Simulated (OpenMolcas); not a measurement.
# A workflow on BH2F (SMILES BF)

Aim: a single-point energy (HF/ANO-R0), then a single-point energy (CASSCF(2,2)/ANO-R1), then an energy scan (CASPT2(2,2)/ANO-R1), then an energy scan (SC-NEVPT2(2,2)/ANO-R1), then the energy along one coordinate (MC-PDFT[tPBE](2,2)/ANO-R1) of BH2F. 

Program for the calculation: OpenMolcas 26.06.

**1. The structure to begin with**

BH2F has 4 atoms, charge 0, and is taken as a singlet. SMILES: `BF`. Geometry: relaxed at PBE0-D4/def2-TZVP.

Bond lengths: B1–F2 1.317 Å, B1–H3 1.197 Å, B1–H4 1.198 Å. Angles: F2–B1–H3 117.8°, F2–B1–H4 117.8°, H3–B1–H4 124.4°.

**2. The energy at HF/ANO-R0 (sfX2C) (run 1)**

struct.xyz reads:

```xyz
4

B     -0.027300    -0.004000    -0.030800
F      1.061200    -0.296700     0.649900
H     -1.012500    -0.649100     0.186200
H      0.034200     0.889600    -0.825600
```

step1.inp reads:

```
* BFH2 Hartree-Fock
&GATEWAY
COORD
struct.xyz
BASIS
ANO-R0
GROUP
NoSym
&SEWARD
&SCF
PRORBITALS
0
&LOCALISATION
OCCUPIED
FREEZE
PIPEK-MEZEY
&LOCALISATION
FILEORB
$Project.LocOrb
VIRTUAL
PIPEK-MEZEY
```

On the command line:

```sh
$ export MOLCAS_MEM=1860
$ pymolcas step1.inp > step1.log
```

Standard output:

```text
--- Start Module: gateway ---
[...]
--- Stop Module: gateway /rc=_RC_ALL_IS_WELL_ ---
[...]
      Basis functions           12
[...]
       Convergence after  10 Iterations
[...]
::    Total SCF energy                               -125.0894307283
[...]
      Total spin, S                                     0.0000000000
[...]
      Total electronic charge=   16.000000
      Total            charge=   -0.000000
[...]
      Dipole Moment (debye):
      Origin of the operator (angstrom)=    0.5894   -0.1698    0.3549
                   X=  4.9837E-01               Y= -1.3424E-01               Z=  3.1190E-01           Total=  6.0305E-01
      Quadrupole Moment (debye*angstrom):
[...]
--- Start Module: localisation ---
[...]
--- Stop Module: localisation /rc=_RC_ALL_IS_WELL_ ---
--- Start Module: localisation ---
[...]
--- Stop Module: localisation /rc=_RC_ALL_IS_WELL_ ---
[...]
```

Run time: 1.4 s. Hardware: 1 thread of Intel Xeon 6975P-C (Granite Rapids), shared host; peak memory 0.37 GiB.

**3. A single-point energy at CASSCF(2,2)/ANO-R1 (sfX2C) (run 2)**

struct.xyz is that of step 2.

step2.inp reads:

```
&gateway
 coord=struct.xyz
 basis=ANO-R0
 group=NoSym

&seward

&rasscf
 fileorb=$CurrDir/step1.LocOrb
 alter=2
 1 7 8
 1 9 11
 spin=1
 nactel=2 0 0
 inactive=7
 ras2=2
 orblisting=Nothing
>>> COPY $Project.RunFile RUNFIL1
>>> COPY $Project.RasOrb INPORB

&gateway
 coord=struct.xyz
 basis=ANO-R1
 group=NoSym

&seward
>>> COPY $Project.RunFile RUNFIL2

&expbas

&rasscf
 fileorb=$Project.ExpOrb
 spin=1
 nactel=2 0 0
 inactive=7
 ras2=2
 orblisting=Nothing
 orbappear=Compact
```

On the command line:

```sh
$ export MOLCAS_MEM=1860
$ pymolcas step2.inp > step2.log
```

Standard output:

```text
--- Start Module: gateway ---
[...]
--- Stop Module: gateway /rc=_RC_ALL_IS_WELL_ ---
[...]
      Basis functions           12
[...]
      Number of active orbitals                  2
[...]
      Spin quantum number                      0.0
[...]
      Active orbitals                            2
[...]
      Number of CSFs                             3
[...]
      Number of root(s) required                 1
[...]
      Convergence after 10 iterations
[...]
      printout of CI-coefficients larger than  0.05 for root  1
      energy=    -125.096970
      conf/sym  11     Coeff  Weight
             1  20   0.99664 0.99329
             3  02  -0.08193 0.00671
      Natural orbitals and occupation numbers for root  1
      sym 1:   1.986574   0.013426
      ************************************************************************************************************************
      *                                                    Final results                                                     *
[...]
::    RASSCF root number  1 Total energy:   -125.09697025
[...]
      Basis functions           38
[...]
--- Start Module: expbas ---
[...]
--- Stop Module: expbas /rc=_RC_ALL_IS_WELL_ ---
--- Start Module: rasscf ---
[...]
      Convergence after 15 iterations
[...]
      Natural orbitals and occupation numbers for root  1
      sym 1:   1.984106   0.015894
      ************************************************************************************************************************
      *                                                    Final results                                                     *
[...]
::    RASSCF root number  1 Total energy:   -125.47169663
[...]
      Total electronic charge=   16.000000
      Total            charge=   -0.000000
[...]
      Dipole Moment (debye):
      Origin of the operator (angstrom)=    0.5894   -0.1698    0.3549
                   X= -8.4789E-01               Y=  2.0975E-01               Z= -5.1349E-01           Total=  1.0132E+00
      Quadrupole Moment (debye*angstrom):
[...]
--- Stop Module: rasscf /rc=_RC_ALL_IS_WELL_ ---
[...]
```

It took 2.9 s on 1 thread of Intel Xeon 6975P-C (Granite Rapids), shared host; peak memory 0.38 GiB.

**4. The energy along one coordinate at CASPT2(2,2)/ANO-R1 (sfX2C, ipea shift 0.25 Eh, pt2 variant SS) (run 3)**

step3.input reads:

```
>>> COPY $CurrDir/step2.RasOrb $Project.RasOrb
>>> ForEach K in (1, 2, 3, 4, 5, 6, 7, 8, 9)
&GATEWAY
COORD=$CurrDir/point$K.xyz
BASIS=ANO-R1
GROUP=NoSym
&SEWARD
&RASSCF
FILEORB=$Project.RasOrb
SPIN=1
NACTEL=2 0 0
INACTIVE=7
RAS2=2
ORBLISTING=Nothing
ORBAPPEAR=Compact
&CASPT2
IMAGINARY=0.2
FROZEN=2
>>> EndDo
```

On the command line:

```sh
$ export MOLCAS_MEM=1860
$ pymolcas step3.input > step3.log
```

Standard output:

```text
[...]
      Basis functions           38
[...]
      Number of active orbitals                  2
[...]
      Spin quantum number                      0.0
[...]
      Active orbitals                            2
[...]
      Number of CSFs                             3
[...]
      Number of root(s) required                 1
[...]
      Convergence after 11 iterations
[...]
      Natural orbitals and occupation numbers for root  1
      sym 1:   1.988964   0.011036
      ************************************************************************************************************************
      *                                                    Final results                                                     *
[...]
::    RASSCF root number  1 Total energy:   -125.46160336
[...]
::    CASPT2 Root  1     Total energy:   -125.73186011
[...]
      Convergence after 10 iterations
[...]
      Natural orbitals and occupation numbers for root  1
      sym 1:   1.984126   0.015874
      ************************************************************************************************************************
      *                                                    Final results                                                     *
[...]
      Convergence after 10 iterations
[...]
      Natural orbitals and occupation numbers for root  1
      sym 1:   1.869215   0.130785
      ************************************************************************************************************************
      *                                                    Final results                                                     *
[...]
      Convergence after  9 iterations
[...]
      Natural orbitals and occupation numbers for root  1
      sym 1:   1.743243   0.256757
      ************************************************************************************************************************
      *                                                    Final results                                                     *
[...]
      Convergence after  9 iterations
[...]
      Natural orbitals and occupation numbers for root  1
      sym 1:   1.511041   0.488959
      ************************************************************************************************************************
      *                                                    Final results                                                     *
[...]
::    RASSCF root number  1 Total energy:   -125.32410695
[...]
::    CASPT2 Root  1     Total energy:   -125.58543058
[...]
      Convergence after  9 iterations
[...]
::    RASSCF root number  1 Total energy:   -125.31320204
[...]
::    CASPT2 Root  1     Total energy:   -125.57279774
[...]
```

It took 14 s on 1 thread of Intel Xeon 6975P-C (Granite Rapids), shared host; peak memory 0.38 GiB.

The scan, from its lowest point:

| H3–B1 (Å) | energy (kJ/mol) |
| --- | --- |
| 1.078 | 24.5 |
| 1.197 | 0.0 |
| 1.317 | 11.3 |
| 1.497 | 61.3 |
| 1.736 | 147.5 |
| 2.036 | 249.4 |
| 2.395 | 340.7 |
| 2.874 | 409.0 |
| 3.592 | 442.2 |

**5. An energy scan at SC-NEVPT2(2,2)/ANO-R1 (sfX2C, pt2 variant SC-NEVPT2) (run 4)**

step4.input reads:

```
* BFH2 NEVPT2
>>> COPY $CurrDir/step2.RasOrb $Project.RasOrb
>>> ForEach K in (1, 2, 3, 4, 5, 6, 7, 8, 9)
&GATEWAY
COORD
$CurrDir/point$K.xyz
BASIS
ANO-R1
GROUP
NoSym
&SEWARD
&RASSCF
FILEORB
$Project.RasOrb
SPIN
1
NACTEL
2 0 0
INACTIVE
7
RAS2
2
ORBLISTING
Nothing
ORBAPPEAR
Compact
&CASPT2
SC-NEVPT2
FROZEN
2
>>> EndDo
```

On the command line:

```sh
$ export MOLCAS_MEM=1860
$ pymolcas step4.input > step4.log
```

Standard output:

```text
[...]
      Basis functions           38
[...]
      Number of active orbitals                  2
[...]
      Spin quantum number                      0.0
[...]
      Active orbitals                            2
[...]
      Number of CSFs                             3
[...]
      Number of root(s) required                 1
[...]
      Convergence after 11 iterations
[...]
      printout of CI-coefficients larger than  0.05 for root  1
      energy=    -125.461603
      conf/sym  11     Coeff  Weight
             1  20   0.99724 0.99448
             3  02  -0.07428 0.00552
      Natural orbitals and occupation numbers for root  1
      sym 1:   1.988964   0.011036
      ************************************************************************************************************************
      *                                                    Final results                                                     *
[...]
::    RASSCF root number  1 Total energy:   -125.46160336
[...]
      E2 (Variational):          -0.2663511404
[...]
::    SC-NEVPT2 Root  1     Total energy:   -125.72794475
[...]
      Convergence after 10 iterations
[...]
      Natural orbitals and occupation numbers for root  1
      sym 1:   1.984126   0.015874
      ************************************************************************************************************************
      *                                                    Final results                                                     *
[...]
      Convergence after 10 iterations
[...]
      Natural orbitals and occupation numbers for root  1
      sym 1:   1.869215   0.130785
      ************************************************************************************************************************
      *                                                    Final results                                                     *
[...]
      Convergence after  9 iterations
[...]
      Natural orbitals and occupation numbers for root  1
      sym 1:   1.743243   0.256757
      ************************************************************************************************************************
      *                                                    Final results                                                     *
[...]
      Convergence after  9 iterations
[...]
::    RASSCF root number  1 Total energy:   -125.32410695
[...]
::    SC-NEVPT2 Root  1     Total energy:   -125.58356419
[...]
      Convergence after  9 iterations
[...]
::    RASSCF root number  1 Total energy:   -125.31320204
[...]
      E2 (Variational):          -0.2581111760
[...]
      Reference weight:           0.93906
[...]
::    SC-NEVPT2 Root  1     Total energy:   -125.57131322
[...]
```

It took 14 s on 1 thread of Intel Xeon 6975P-C (Granite Rapids), shared host; peak memory 0.38 GiB.

The scan, from its lowest point:

| H3–B1 (Å) | energy (kJ/mol) |
| --- | --- |
| 1.078 | 25.2 |
| 1.197 | 0.0 |
| 1.317 | 10.7 |
| 1.497 | 60.0 |
| 1.736 | 145.3 |
| 2.036 | 246.4 |
| 2.395 | 336.9 |
| 2.874 | 404.2 |
| 3.592 | 436.4 |

**6. The energy along one coordinate at MC-PDFT[tPBE](2,2)/ANO-R1 (sfX2C) (run 5)**

step5.input reads:

```
>>> COPY $CurrDir/step2.RasOrb $Project.RasOrb
>>> ForEach K in (1, 2, 3, 4, 5, 6, 7, 8, 9)

&gateway
 coord
 $CurrDir/point$K.xyz
 basis
 ANO-R1
 group
 NoSym

&seward

&rasscf
 fileorb
 $Project.RasOrb
 spin
 1
 nactel
 2 0 0
 inactive
 7
 ras2
 2
 orblisting
 Nothing
 orbappear
 Compact

&mcpdft
 ksdft
 T:PBE
>>> EndDo
```

On the command line:

```sh
$ export MOLCAS_MEM=1860
$ pymolcas step5.input > step5.log
```

Standard output:

```text
--- Start Module: gateway ---
[...]
      Basis functions           38
[...]
      Number of active orbitals                  2
[...]
      Spin quantum number                      0.0
[...]
      Active orbitals                            2
[...]
      Number of CSFs                             3
[...]
      Number of root(s) required                 1
[...]
      Convergence after 11 iterations
[...]
      printout of CI-coefficients larger than  0.05 for root  1
      energy=    -125.461603
      conf/sym  11     Coeff  Weight
             1  20   0.99724 0.99448
             3  02  -0.07428 0.00552
      Natural orbitals and occupation numbers for root  1
      sym 1:   1.988964   0.011036
      ************************************************************************************************************************
      *                                                    Final results                                                     *
[...]
::    RASSCF root number  1 Total energy:   -125.46160336
[...]
::    MCPDFT root number  1 Total energy:   -125.88298829
[...]
      Convergence after 10 iterations
[...]
      Natural orbitals and occupation numbers for root  1
      sym 1:   1.984126   0.015874
      ************************************************************************************************************************
      *                                                    Final results                                                     *
[...]
      Convergence after 10 iterations
[...]
      Natural orbitals and occupation numbers for root  1
      sym 1:   1.869215   0.130785
      ************************************************************************************************************************
      *                                                    Final results                                                     *
[...]
      Convergence after  9 iterations
[...]
      Natural orbitals and occupation numbers for root  1
      sym 1:   1.743243   0.256757
      ************************************************************************************************************************
      *                                                    Final results                                                     *
[...]
      Convergence after  9 iterations
[...]
::    RASSCF root number  1 Total energy:   -125.32410695
[...]
::    MCPDFT root number  1 Total energy:   -125.73345700
[...]
      Convergence after  9 iterations
[...]
::    RASSCF root number  1 Total energy:   -125.31320204
[...]
      Total electronic charge=   16.000000
      Total            charge=   -0.000000
[...]
::    MCPDFT root number  1 Total energy:   -125.71945431
[...]
```

It took 16 s on 1 thread of Intel Xeon 6975P-C (Granite Rapids), shared host; peak memory 0.38 GiB.

The scan, from its lowest point:

| H3–B1 (Å) | energy (kJ/mol) |
| --- | --- |
| 1.078 | 25.4 |
| 1.197 | 0.0 |
| 1.317 | 9.9 |
| 1.497 | 57.7 |
| 1.736 | 142.0 |
| 2.036 | 244.8 |
| 2.395 | 341.2 |
| 2.874 | 418.0 |
| 3.592 | 454.8 |

**7. Results**

| quantity | value |
| --- | --- |
| run 1, HF/ANO-R0: total energy | -125.08943 Eh |
| run 1, HF/ANO-R0: dipole moment | 0.60 D |
| run 1, HF/ANO-R0: HOMO energy | -13.09 eV |
| run 1, HF/ANO-R0: LUMO energy | 1.78 eV |
| run 1, HF/ANO-R0: HOMO–LUMO gap | 14.88 eV |
| run 2, CASSCF(2,2)/ANO-R1: total energy | -125.47170 Eh |
| run 2, CASSCF(2,2)/ANO-R1: dipole moment (CASSCF density) | 1.01 D |
| run 3, CASPT2(2,2)/ANO-R1: lowest energy of the scan | -125.74121 Eh |
| run 4, SC-NEVPT2(2,2)/ANO-R1: lowest energy of the scan | -125.73753 Eh |
| run 5, MC-PDFT[tPBE](2,2)/ANO-R1: lowest energy of the scan | -125.89268 Eh |
